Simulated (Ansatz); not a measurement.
Process, species as SMILES: F (HF) → [F-] + H+
B3LYP-D3(BJ)/def2-TZVP geometries, fixed; electronic energies without zero-point terms.

How fast the deprotonation energy converges with the basis for several methods (Ansatz, a quantum-chemistry and plane-wave program): deviation from each method's own reference, in kcal/mol. References: B3LYP 373.32 kcal/mol, the value in aug-cc-pV5Z; CCSD(T) 376.21 kcal/mol, Hartree-Fock in aug-cc-pV5Z plus the correlation part extrapolated as X^-3 from aug-cc-pVQZ and aug-cc-pV5Z; HF 383.34 kcal/mol, the value in aug-cc-pV5Z; MP2 372.97 kcal/mol, Hartree-Fock in aug-cc-pV5Z plus the correlation part extrapolated as X^-3 from aug-cc-pVQZ and aug-cc-pV5Z; PBE 371.50 kcal/mol, the value in aug-cc-pV5Z; wB97M-V 373.03 kcal/mol, the value in aug-cc-pV5Z. Cartesian d functions, on some or all atoms, in 6-31+G*; all else is spherical. In correlated methods cores are frozen. No added dispersion term, no relativity. Functionals ending in -V hold VV10 correlation. 

| basis | functions | B3LYP | CCSD(T) | HF | MP2 | PBE | wB97M-V |
|---|---|---|---|---|---|---|---|
| pcseg-0 | 11 | 47.20 | 40.18 | 24.60 | ___ | 51.94 | 45.78 |
| cc-pVDZ | 19 | 44.45 | 44.02 | 26.48 | ___ | 48.81 | 43.36 |
| def2-SVP | 19 | 43.59 | 41.35 | 25.57 | ___ | 47.97 | 42.38 |
| 6-31+G* | 21 | -7.17 | -9.86 | -9.25 | ___ | -6.30 | -7.75 |
| aug-pcseg-1 | 32 | -4.13 | -4.57 | -5.59 | ___ | -3.73 | -5.01 |
| pcseg-2 | 44 | 7.91 | 9.16 | 3.02 | ___ | 10.25 | 8.04 |
| def2-TZVPPD | 57 | -0.44 | 1.10 | -0.49 | ___ | -0.41 | -0.62 |
| cc-pVQZ | 85 | 14.46 | 14.19 | 7.37 | ___ | 17.25 | 14.33 |
| pcseg-3 | 93 | 1.70 | 2.49 | 0.41 | ___ | 2.57 | 1.73 |
| aug-cc-pVQZ | 126 | 0.00 | 0.46 | -0.13 | ___ | 0.14 | -0.05 |
| pcseg-4 | 162 | 0.88 | 1.42 | 0.24 | ___ | 1.43 | 0.96 |
| aug-cc-pV5Z | 207 | 0.00 | 0.30 | 0.00 | ___ | 0.00 | 0.00 |

### Question
Complete the blanks.

### Answer

- pcseg-0, MP2: 42.39
- cc-pVDZ, MP2: 45.22
- def2-SVP, MP2: 42.71
- 6-31+G*, MP2: -9.77
- aug-pcseg-1, MP2: -4.38
- pcseg-2, MP2: 9.49
- def2-TZVPPD, MP2: 1.27
- cc-pVQZ, MP2: 15.13
- pcseg-3, MP2: 2.63
- aug-cc-pVQZ, MP2: 0.60
- pcseg-4, MP2: 1.57
- aug-cc-pV5Z, MP2: 0.37

Mean absolute deviation over pcseg-2, def2-TZVPPD: HF 1.75, B3LYP 4.17, wB97M-V 4.33, CCSD(T) 5.13, PBE 5.33, MP2 5.38 kcal/mol.
